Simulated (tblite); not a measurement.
Species: phosphaethyne, CHP.
SMILES: `C#P`

All values are computed: GFN2-xTB (tblite) harmonic vibrations without scaling, gas phase. Errors from tens to a few hundred cm⁻¹ against measured bands are possible.

Harmonic wavenumbers (cm⁻¹): 573.5, 573.5, 1502.8, 3296.9.

B = 19949 MHz (linear); mass 43.982 u (most abundant isotopes); point group C∞v, symmetry number 1.

Task: Zero-point energy?

Result: ½Σν̃ = 2973 cm⁻¹ = 35.57 kJ/mol.

Task: Entropy at 350 K, 1 bar (ideal gas, RRHO, classical rotation)?

Result: Translation 159.38, rotation 57.38, vibration 5.88: S = 222.6 J/(mol K).

Task: And Cp and H(350 K) − H(0)?

Result: Cp = 40.44 J/(mol K), of which vibrations give 11.34 (their classical limit is 4 R = 33.3); H(350 K) − H(0) = 11.66 kJ/mol without the zero-point energy, 1.47 from vibrations.

Task: What must be added to the electronic energy to get the Gibbs energy at 350 K and 1 bar?

Result: ZPE + [H(350 K) − H(0)] − T·S = 35.57 + 11.66 − 77.92 = -30.69 kJ/mol.

Task: Which modes carry the vibrational entropy at 350 K?

Result: 573.5 cm⁻¹: 2.88; 573.5 cm⁻¹: 2.88; 1502.8 cm⁻¹: 0.12; 3296.9 cm⁻¹: 0.00 J/(mol K).

Hardware: an Arm Neoverse V1 with one thread, on a shared host. The figure is for the frequency step alone.
